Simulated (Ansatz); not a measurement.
Born–Oppenheimer molecular dynamics of H7NSi2 (10 atoms, charge 0, multiplicity 1). It starts at the highest image of a converged band. Of that band: Neighbouring images differ by up to 2.9 eV, so the band resolves the path poorly. A vibrational analysis at the climbing image gives one clearly imaginary mode, 1114i cm⁻¹: a first-order saddle point.

The calculation used RHF/def2-SVP (Ansatz).

```yaml
ensemble: NVE (velocity Verlet)
time_step: 0.5 fs
steps_asked: 200
starting_velocities_drawn_for: 100 K
seed: 3897
```

First frame:

```xyz
10
Properties=species:S:1:pos:R:3
Si 0.451 0.138 -0.623
Si 0.946 -0.015 1.890
H -0.396 -0.033 2.527
H 1.679 -1.266 2.185
H 1.689 1.146 2.434
H 1.743 0.360 0.129
N -0.695 1.420 -0.442
H -1.347 1.532 0.308
H -0.884 2.041 -1.202
H -0.047 -1.193 -0.197
```

Question: How far do the bonds stretch over the last three quarters of this one trajectory? (Pairs bonded in most of those frames.)

Answer: 
```tsv
bond	mean (Å)	spread (Å)	shortest	longest
Si1–N7	1.717	0.014	1.69	1.74
Si1–H10	1.524	0.023	1.48	1.57
Si2–H3	1.480	0.011	1.46	1.50
Si2–H4	1.482	0.011	1.46	1.50
Si2–H5	1.487	0.014	1.46	1.51
Si2–H6	1.508	0.088	1.37	1.67
N7–H8	1.002	0.003	1.00	1.01
N7–H9	1.003	0.004	1.00	1.01
```

Mean temperature of the second half: 1341 K. The conserved energy stayed within 0.12 meV per atom of its start (net change 0.029 meV per atom), so the integration is sound. The kinetic energy rose, since the run started high on the potential surface and went downhill. It ends in pieces (H3NSi + H4Si), so much of that is their flight and rotation, not heat. A run of 0.1 ps of so small a system gives no equilibrium averages. The orbitals stay closed-shell, which can raise the energy where a bond breaks towards radicals; this wasn't checked here.

Time of the run: 2.1 min on 1 thread of AMD EPYC 9R45 96-Core Processor (Zen 5), on a shared host, peak memory 0.16 GiB.
